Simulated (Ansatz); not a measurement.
Elements on the sites of an ideal fluorite lattice, at a guessed lattice constant:

```yaml
crystal:
  lattice:
    - [5.20693, 2.60346, -2.60346]
    - [2.60346, 5.20693, 2.60346]
    - [5.20693, -2.60346, 2.60346]
  atoms:
    - { symbol: O, position: [0.45833, 0.33333, 0.62500] }
    - { symbol: O, position: [0.79167, 0.66667, 0.62500] }
    - { symbol: O, position: [0.95833, 0.33333, 0.12500] }
    - { symbol: O, position: [0.29167, 0.66667, 0.12500] }
    - { symbol: O, position: [0.62500, 0.00000, 0.12500] }
    - { symbol: O, position: [0.12500, 0.00000, 0.62500] }
    - { symbol: O, position: [0.37500, 0.00000, 0.87500] }
    - { symbol: O, position: [0.70833, 0.33333, 0.87500] }
    - { symbol: O, position: [0.87500, 0.00000, 0.37500] }
    - { symbol: O, position: [0.20833, 0.33333, 0.37500] }
    - { symbol: O, position: [0.54167, 0.66667, 0.37500] }
    - { symbol: O, position: [0.04167, 0.66667, 0.87500] }
    - { symbol: Y, position: [0.33333, 0.33333, 0.00000] }
    - { symbol: Hf, position: [0.83333, 0.33333, 0.50000] }
    - { symbol: Hf, position: [0.16667, 0.66667, 0.50000] }
    - { symbol: Ta, position: [0.50000, 0.00000, 0.50000] }
    - { symbol: Ta, position: [0.00000, 0.00000, 0.00000] }
    - { symbol: Bi, position: [0.66667, 0.66667, 0.00000] }
```

Cell and atoms were relaxed without symmetry on coarser meshes and computed once more. All numbers below come from DFT PBE, scalar-relativistic, plane waves, PAW (Ansatz).

Settings: cutoff 420 eV, Γ-centred mesh 4×4×4 on the computed 18-atom cell, Gaussian smearing of 0.02 eV; no spin polarisation.

The relaxation ran on 2×2×2 (shifted) k points with a smearing of 0.1 eV, from sites shaken by 0.02 Å.

Q: What does the relaxation give?

A: A volume of 12.00 Å³/atom and a gap on the mesh of 3.29 eV. It lies 2.87 eV/atom below the elements' standard states (static lattices, no corrections for gases). The atoms leave their sites by 0.44 Å (root mean square) and 0.80 Å at most, and the cell stretches by up to 3.3 % at fixed volume.

```xyz
18
Lattice="5.1883 2.4962 -2.4721 2.6549 5.1766 2.7778 5.3742 -2.6010 2.7390" Properties=species:S:1:pos:R:3 pbc="T T T"
O     7.0660    1.3769    1.7616
O     9.1409    4.0234    1.4899
O     1.5721    1.0643    1.0955
O     3.9464    3.7512    1.9432
O     3.8523    1.1846   -1.1471
O     6.0758    4.1195    3.7082
O     8.6782    3.7482    4.0757
O     9.4825    1.1538    1.0438
O     6.1362    1.3660   -0.5943
O     4.3906    1.0922    1.4576
O     6.6852    3.7908    1.3736
O     6.7500    1.5736    4.3143
Y     2.8305    2.6510    0.2912
Hf    7.9474    2.4441    0.1838
Hf    5.5456    2.3797    2.6982
Ta    7.6892    4.8936    2.7888
Ta    5.3470    2.3341   -2.1862
Bi   10.5235    2.6930    2.9455
```

Spin-orbit coupling is left out, which matters for the bands of heavy elements.

Cost: 2 runs of about 9.6 core-minutes in all (earlier runs that led there not counted), on Arm Neoverse V1 (shared hosts).